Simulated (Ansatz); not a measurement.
```yaml
crystal:
  periodic: [false, false, false]
  atoms:
    - {symbol: Nb, position_ang: [0.007047, 0.000216, -0.240885]}
    - {symbol: N, position_ang: [-0.034007, 1.603063, 0.800020]}
    - {symbol: N, position_ang: [-0.012734, -1.604493, 0.797772]}
basis:
  gaussian: {orbitals: def2-TZVP}
magnetization: {spin_polarized: true, initial_magnetization: 5}
hamiltonian: {xc: pbe0}
relax: {f_tol: 0.004, max_steps: 80}
```

```sh
$ ansatz run in.yaml --threads 1 --pin off --events-out ev --progress --plain --max-ram 2176MiB
```

Steps of the relaxation (energy above the last step; positions in Å, forces in eV/Å):

```
3
step 1, 40.7 meV
Nb    0.007    0.000   -0.241   -0.005    0.000    0.168
N    -0.034    1.603    0.800    0.003   -0.131   -0.084
N    -0.013   -1.604    0.798    0.002    0.131   -0.084
```

```
3
step 2, 39.5 meV
Nb    0.007    0.000   -0.239   -0.003    0.000    0.107
N    -0.034    1.598    0.799    0.002   -0.045   -0.053
N    -0.013   -1.600    0.797    0.001    0.045   -0.053
```

```
3
step 3, 38.2 meV
Nb    0.007    0.000   -0.230   -0.002    0.000    0.080
N    -0.034    1.599    0.794    0.001    0.029   -0.040
N    -0.013   -1.601    0.792    0.001   -0.029   -0.040
```

```
3
step 7, 12.4 meV
Nb    0.000    0.000   -0.015    0.012    0.000   -0.425
N    -0.031    1.721    0.687   -0.010    0.506    0.213
N    -0.009   -1.722    0.685   -0.003   -0.506    0.212
```

```
3
step 9, 0.0 meV
Nb    0.001    0.000   -0.018    0.000    0.000    0.006
N    -0.032    1.744    0.689    0.000   -0.001   -0.003
N    -0.009   -1.746    0.686    0.000    0.001   -0.003
```

```
3
step 10, 0.0 meV
Nb    0.000    0.000   -0.012    0.000    0.000    0.007
N    -0.032    1.748    0.686    0.000   -0.010   -0.004
N    -0.008   -1.750    0.683    0.000    0.010   -0.004
```

```
3
step 11, 0.0 meV
Nb    0.000    0.000   -0.013    0.000    0.000    0.000
N    -0.032    1.747    0.686    0.000    0.000    0.000
N    -0.008   -1.748    0.684    0.000    0.000    0.000
```

Close pairs at the end: Nb1–N2 1.882 Å, Nb1–N3 1.882 Å.

A stationary point of unrestricted PBE0 after 11 steps, with ⟨S²⟩ = 8.828 against 8.75 for a pure state; no frequencies were run, so it isn't proven a minimum. 3.9 min on 1 thread of Intel Xeon Platinum 8259CL, shared host.
